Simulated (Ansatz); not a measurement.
The parent structure is W in the bcc (W type) structure (space group Im-3m, No. 229; a = 3.184 Å).

The values are results of DFT with PBE, PAW potentials and a 420 eV plane-wave cutoff in Ansatz (a first-principles code), scalar-relativistic without spin-orbit coupling, not measurements.

One thing is altered: full substitution W → Ta; the structure is relaxed again.

Measured lattice parameter a: W 3.16 Å (static lattice; corrected from measurement; as listed in Daniel Mejia-Rodriguez, S. B. Trickey, Phys. Rev. B (2018)); Ta 3.299 Å (static lattice; corrected from measurement; as listed in Daniel Mejia-Rodriguez, S. B. Trickey, Phys. Rev. B (2018)).

Question: How well does PBE reproduce the measured shift?

Answer: With PBE the lattice parameter a moves by +0.136 Å (3.184 → 3.320) against +0.139 Å measured.

No phonon test of stability was made. All final runs are without spin polarisation.
